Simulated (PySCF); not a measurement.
## Static response to an electric field

2-ethyl-1,3-butadiene, C6H10.
Cartesian coordinates in Å at the GFN2-xTB level; atoms count from 1:
```
atom  x, y, z in Å
C1     1.4748   -1.4555    0.6407
C2     1.1482   -0.2139    0.9809
C3     0.3070    0.7032    0.2236
C4     0.0859    1.9346    0.6839
C5    -0.3313    0.2345   -1.0560
C6    -1.5709   -0.6152   -0.7707
H7     1.1348   -1.9225   -0.2674
H8     2.1066   -2.0592    1.2702
H9     1.5327    0.1925    1.9086
H10    0.5123    2.2831    1.6098
H11   -0.5299    2.6380    0.1492
H12    0.3861   -0.3440   -1.6406
H13   -0.6245    1.1026   -1.6494
H14   -1.3081   -1.4961   -0.1905
H15   -2.2971   -0.0381   -0.2021
H16   -2.0343   -0.9350   -1.7017
```

Level: PBE0/def2-SVPD (PySCF), static field, nuclei fixed, core orbitals frozen in the response. The polarisability tensor in these axes (au):

```
x    67.34 -10.92   7.08
y   -10.92  95.85   6.26
z     7.08   6.26  65.21
```

Question: What are the eigenvalues, a third of the trace, and Δα (Δα² = ½Σ(αi − αj)² over the three pairs)?

Answer: Principal values 55.53, 72.91 and 99.96 au; mean 76.13 au = 11.28 Å³ = 12.55 × 10⁻⁴⁰ C²·m²/J; Δα = 38.78 au (51 % of the mean).

Question: What is the dipole moment, and where does it point?

Answer: (-0.17, -0.08, -0.20) D, 0.27 D in size, pointing from the negative to the positive side. Measured along this direction, the outermost atoms are H9 at the negative end and H16 at the positive end.

Question: Form Σ f/ω² (atomic units) for the 6 lowest TDDFT singlets, given as eV and f, and set it beside the mean polarisability, which is this sum over all singlets: 5.72, 0.5151; 6.48, 0.0032; 6.84, 0.0032; 6.89, 0.0037; 7.08, 0.0218; 7.17, 0.0292.

Answer: They add up to 12.58 au, 16.5 % of the 76.13 au; the largest single term is 11.68 au, from the state at 5.72 eV. Terms in order: 11.68, 0.06, 0.05, 0.06, 0.32, 0.42 au. Higher excitations give the rest. The strengths listed sum to 0.576.

Question: What depolarisation ratio follows for Rayleigh scattering of linearly polarised light, taking the static tensor?

Answer: ρ = 3Δα²/(45ᾱ² + 4Δα²) = 4511.4/(260826 + 6015.2) = 0.0169.

Question: Refractivity n − 1 of an ideal gas of it at 500 K and 1 atm, from the electronic α?

Answer: N = p/kT = 1.4678 × 10¹⁹ cm⁻³, so n − 1 = 2π × N × 11.28 × 10⁻²⁴ cm³ = 1040 × 10⁻⁶ at long wavelengths, for an ideal gas.

Question: In a dilute gas of rigid molecules at 273 K, how does the orientational term μ²/3kT compare with the electronic polarisability?

Answer: In Gaussian units μ²/3kT = 0.66 Å³ against 11.28 Å³, a ratio of 0.06; the Debye molar polarisation (4π/3)N_A(α + μ²/3kT) is 30.1 cm³/mol, leaving out the vibrational part.

Question: Find the Langevin capture rate constant for NO+ (29.998 u) meeting this molecule (82.078 u), k = 2.342 × 10⁻⁹ cm³/s × √(α in Å³ / reduced mass in u).

Answer: The reduced mass is 21.97 u, so k = 1.68 × 10⁻⁹ cm³/s.

Isolated species at its GFN2-xTB geometry (one conformer only).

These values come from a run that also computed excited states. Time: 79 s (grids of density and orbitals included); peak memory 0.82 GiB. Hardware: Intel Xeon at 2.50 GHz, one thread, no GPU (shared host).
